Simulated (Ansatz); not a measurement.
Input:

```yaml
crystal:
  periodic: [false, false, false]
  atoms:
    - { symbol: Al, position_ang: [0.309028, -0.221795, -0.071364] }
    - { symbol: F, position_ang: [-0.369115, -1.453681, -1.058846] }
    - { symbol: H, position_ang: [1.632808, -0.955713, -0.198182] }
    - { symbol: O, position_ang: [-0.328497, 1.162755, 0.658667] }
    - { symbol: H, position_ang: [-1.244225, 1.468434, 0.669824] }
basis:
  gaussian: { orbitals: def2-TZVP }
hamiltonian:
  xc: pbe
relax:
  f_tol: 0.03
  max_steps: 50
```

Command:

```bash
$ ansatz run input.yaml --threads 2 --pin off --max-ram 3072MiB --backend cpu --events-out ev --progress --plain --runs-dir out
```

Hardware: 2 threads of Intel(R) Xeon(R) Platinum 8259CL CPU @ 2.50GHz (Skylake/Cascade Lake), with other jobs on the host.

Q: Roughly how long does this run take, and how much memory?

A: 14 s, with a peak of 0.17 GiB, for 7 ionic steps.
